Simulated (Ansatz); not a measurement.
# Si2NH6 (SMILES N[SiH][SiH3]): UBLYP/6-311+G(d,p)

What is the vertical ionisation energy of Si2NH6 at UBLYP/6-311+G**? 

The results are computed with Ansatz 0.2.0.

26 further runs of the same task are left out: 26 set aside as unsound or not needed. Runs told in other sessions of the task aren't counted.

## 1. The system as given

The species is Si2NH6 (9 atoms), meant as a doublet with charge 0. SMILES: `N[SiH][SiH3]`. The coordinates come from a PBE0-D4/def2-TZVP relaxation. This is one conformer, not always the lowest.

Bond lengths: N1–Si2 1.725 Å, Si2–Si3 2.338 Å, N1–H4 1.007 Å, N1–H5 1.007 Å, Si2–H6 1.494 Å, Si3–H7 1.491 Å, Si3–H8 1.490 Å, Si3–H9 1.488 Å. Some angles: N1–Si2–Si3 110.8°, N1–Si2–H6 105.7°, Si3–Si2–H6 112.7°, Si2–N1–H4 121.0°, Si2–N1–H5 120.5°, Si2–Si3–H7 114.8°, Si2–Si3–H8 108.4°, Si2–Si3–H9 108.6°, H4–N1–H5 111.4°, H7–Si3–H8 107.8°.

## 2. The energy at UBLYP/6-311+G(d,p)

Contents of input.yaml:

```yaml
crystal:
  periodic: [false, false, false]
  atoms:
    - {symbol: "N", position_ang: [-0.800100, 0.840300, -1.401300]}
    - {symbol: Si, position_ang: [-0.412600, 0.902100, 0.278900]}
    - {symbol: Si, position_ang: [0.627800, -1.077000, 0.962500]}
    - {symbol: H, position_ang: [-1.356700, 0.089900, -1.777700]}
    - {symbol: H, position_ang: [-0.920900, 1.689300, -1.930000]}
    - {symbol: H, position_ang: [0.461600, 2.102100, 0.448200]}
    - {symbol: H, position_ang: [1.938500, -1.353900, 0.307200]}
    - {symbol: H, position_ang: [-0.282400, -2.217000, 0.659800]}
    - {symbol: H, position_ang: [0.833300, -1.021900, 2.435300]}
basis:
  gaussian: {orbitals: 6-311+G_st__st_-spherical.json}
magnetization: {spin_polarized: true, initial_magnetization: 1}
hamiltonian: {xc: {name: BLYP}}
accuracy: high
output: {orbitals: {seedname: orbitals}}
```

The basis set 6-311+G** is read from a file made from the Basis Set Exchange's data (not shown).

The run is started by

```bash
$ ansatz run input.yaml --threads 1 --pin off --max-ram 2610MiB --events-out events.jsonl --progress --plain --runs-dir runs
```

The log of the run:

```text
Warning: RAYON_NUM_THREADS=1 ignored (pool sized by the plan → 1); use --threads N
Functional definition: BLYP
  name "BLYP"
  parameter beta = 0.0042
  parameter a = 0.04918
  parameter b = 0.132
  parameter c = 0.2533
  parameter d = 0.349
  exchange = b88_x(beta = beta)
  correlation = lyp_c(a = a, b = b, c = c, d = d)
2208 factors; integrals over basis functions are off by at most 3.1e-8 eV
mean field evaluation 1: about -17330.5342 eV, gradient 5.5e1 eV
mean field evaluation 2: about -17272.8643 eV, gradient 9.9e1 eV
mean field evaluation 4: about -17342.0123 eV, gradient 6.9e0 eV
mean field evaluation 8: about -17342.3325 eV, gradient 4.9e-1 eV
mean field evaluation 16: about -17342.3341 eV, gradient 1.8e-4 eV
mean field -17342.33408678 eV, -637.3190226329 hartree, gradient 2.1e-8 eV, S^2 0.751747; 0 other end points of the search recorded, 0 dependent functions left out
reference -17342.33415099 eV, -637.3190249927 hartree; 21, 20 occupied and 97, 98 virtual orbitals, 2208 factors
Total energy: -17342.33415099 eV, -637.3190249927 hartree
```

It took 5.7 s on 1 thread of AMD EPYC 9R45 (Zen 5), shared host; peak memory 0.4 GiB.

## 3. The singlet cation at the same level

Contents of in.yaml:

```yaml
crystal:
  periodic: [false, false, false]
  atoms:
    - {symbol: "N", position_ang: [-0.800100, 0.840300, -1.401300]}
    - {symbol: Si, position_ang: [-0.412600, 0.902100, 0.278900]}
    - {symbol: Si, position_ang: [0.627800, -1.077000, 0.962500]}
    - {symbol: H, position_ang: [-1.356700, 0.089900, -1.777700]}
    - {symbol: H, position_ang: [-0.920900, 1.689300, -1.930000]}
    - {symbol: H, position_ang: [0.461600, 2.102100, 0.448200]}
    - {symbol: H, position_ang: [1.938500, -1.353900, 0.307200]}
    - {symbol: H, position_ang: [-0.282400, -2.217000, 0.659800]}
    - {symbol: H, position_ang: [0.833300, -1.021900, 2.435300]}
basis:
  gaussian:
    orbitals: 6-311+G_st__st_-spherical.json
total_charge: 1
magnetization:
  spin_polarized: false
hamiltonian:
  xc: {name: BLYP}
accuracy: high
output:
  orbitals: {seedname: orbitals}
```

The basis set 6-311+G** is read from a file made from the Basis Set Exchange's data (not shown).

The run is started by

```bash
$ ansatz run in.yaml --threads 1 --pin off --max-ram 2610MiB --events-out events.jsonl --progress --plain --runs-dir runs
```

The log of the run:

```text
Warning: RAYON_NUM_THREADS=1 ignored (pool sized by the plan → 1); use --threads N
Functional definition: BLYP
  name "BLYP"
  parameter beta = 0.0042
  parameter a = 0.04918
  parameter b = 0.132
  parameter c = 0.2533
  parameter d = 0.349
  exchange = b88_x(beta = beta)
  correlation = lyp_c(a = a, b = b, c = c, d = d)
2208 factors; integrals over basis functions are off by at most 3.1e-8 eV
mean field evaluation 1: about -17314.7191 eV, gradient 1.0e2 eV
mean field evaluation 2: about -17238.6378 eV, gradient 1.6e2 eV
mean field evaluation 4: about -17334.3950 eV, gradient 1.8e1 eV
mean field evaluation 8: about -17335.4156 eV, gradient 3.9e-1 eV
mean field evaluation 16: about -17335.4162 eV, gradient 8.2e-5 eV
mean field -17335.41615863 eV, -637.0647934624 hartree, gradient 4.5e-8 eV, S^2 0.000000; 0 other end points of the search recorded, 0 dependent functions left out
reference -17335.41622813 eV, -637.0647960165 hartree; 20, 20 occupied and 98, 98 virtual orbitals, 2208 factors
Total energy: -17335.41622813 eV, -637.0647960165 hartree
```

Run time: 3.9 s. Hardware: 1 thread of AMD EPYC 9R45 (Zen 5), shared host; peak memory 0.33 GiB.

## 4. Results

At UBLYP/6-311+G**:

| quantity | value |
| --- | --- |
| doublet Si2NH6: total energy | -637.31902 Eh |
| doublet Si2NH6: HOMO energy (highest over α and β) | -3.99 eV |
| doublet Si2NH6: LUMO energy (lowest over α and β) | -2.90 eV |
| doublet Si2NH6: ⟨S²⟩ | 0.752 |
| singlet cation: total energy | -637.06480 Eh |
| singlet cation: HOMO energy | -12.84 eV |
| singlet cation: LUMO energy | -9.81 eV |
| singlet cation: HOMO–LUMO gap | 3.03 eV |
| vertical ionisation energy (to the singlet cation) | 6.918 eV |

The vertical ionisation energy comes to 6.92 eV (667 kJ/mol).
